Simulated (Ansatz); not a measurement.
C3H9NO can be A, `COCCN`, or B, `CC(O)CN`.

Program: Ansatz. Geometries: PBE0-D4/def2-TZVP. ΔE: electronic, gas phase. CBS: MP2 limit from def2 TZ/QZ plus the TZ coupled-cluster correction, frozen cores. DFT in def2-TZVPP. One conformer a species, not always the lowest.

Which is lower in electronic energy at CCSD(T)/CBS, and by how much? (Best estimate.)

Computed: B, by 70.8 kJ/mol.

Give E(B) − E(A) in kJ/mol with ωB97M-V, r2SCAN-D4, BLYP-D4, PBE-D4, MP2/def2-TZVPP, PBE0-D4, CCSD(T)/def2-SVP. (An estimate is asked.)

Ansatz gave: ωB97M-V -68.1, r2SCAN-D4 -67.5, BLYP-D4 -58.6, PBE-D4 -65.8, MP2/def2-TZVPP -73.5, PBE0-D4 -68.2, CCSD(T)/def2-SVP -65.7. None reverses the order clearly.

Does the order hold for the free energy at 298.15 K (harmonic terms from PBE0-D4)? (Best estimate.)

The calculation gave: Yes: G(B) − G(A) = -67.1 kJ/mol, for one conformer each.

Largest T1 diagnostic: 0.010.

Leaving LDA and LC-ωPBE aside and taking each functional with its dispersion term where it has one, the values, not all of them listed here, spread over 12.9 kJ/mol, from PBE-QIDH to BLYP-D4. LDA lies −9.4 kJ/mol from PBE without D4. In def2-TZVPP, CCSD(T) changes the Hartree–Fock value by −11.7 kJ/mol (the triples alone add −0.9 kJ/mol) and MP2 by −17.1 kJ/mol.
